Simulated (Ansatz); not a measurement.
## Which is lower?

Two relaxed structures of CH6NSi (charge -1), closed shell (PBE0-D4/def2-TZVPD; forces vanish, vibrations not checked).

A:

C1  (-0.404, 0.818, -0.839)
N2  (0.366, -0.327, -0.334)
Si3  (-0.431, -1.362, 1.227)
H4  (-1.401, 0.461, -1.101)
H5  (0.076, 1.310, -1.708)
H6  (-0.521, 1.531, -0.021)
H7  (1.283, -0.042, -0.010)
H8  (0.507, -1.014, -1.065)
H9  (0.208, -0.292, 2.157)
(Å)

B:

| atom | x (Å) | y (Å) | z (Å) |
| --- | --- | --- | --- |
| C1 | -0.4030 | 0.8537 | -0.8259 |
| N2 | 0.3871 | -0.2463 | -0.3467 |
| Si3 | -0.3336 | -1.3025 | 0.9533 |
| H4 | -1.4266 | 0.5006 | -1.0024 |
| H5 | -0.0233 | 1.2570 | -1.7797 |
| H6 | -0.4895 | 1.7117 | -0.1282 |
| H7 | 1.3359 | 0.0537 | -0.1626 |
| H8 | 0.8478 | -2.2919 | 1.0457 |
| H9 | 0.1052 | -0.5359 | 2.2464 |

Ansatz 0.2.0; basis: def2-TZVPPD; cores frozen in the correlated methods. B3LYP uses VWN-RPA correlation.

Task: Which structure is lower at CCSD(T), and by how much? (Judge from chemistry; the value comes from the calculation.)

Result: Computed: B, by 50.80 kcal/mol (electronic energy, against the other). By their contacts, A is CH₆NSi ([CH3][NH2][SiH]), total charge -1 and B is CH₆NSi ([CH3][NH][SiH2]), total charge -1.

All methods give the same order:

```csv
method,E(B) − E(A) (kcal/mol)
PBE-D4,-46.16
r2SCAN-D4,-50.87
PBE0-D4,-49.54
B3LYP-D4,-50.39
wB97M-V,-52.74
HF,-55.39
MP2,-52.43
CCSD,-52.28
CCSD(T),-50.80
```

The T1 diagnostic stays at or below 0.025. The highest PBE0 orbital of the anion lies well above zero, so the extra electron may be unbound in the gas phase. The restricted Hartree–Fock reference is unstable towards an unrestricted one at one or more of these structures.

Labels in which every atom is bracketed show which atoms are joined, not bond orders.

For scale, one of the runs: CCSD(T)/def2-TZVPPD, 224 basis functions, launched by `ansatz run in.yaml --threads 2 --pin off --events-out ev --progress --plain --max-ram 4352MiB`. Time: 2.1 min of wall clock on 2 CPU threads of an Arm Neoverse V2; the host was shared. Peak host memory: 3.6 GiB.
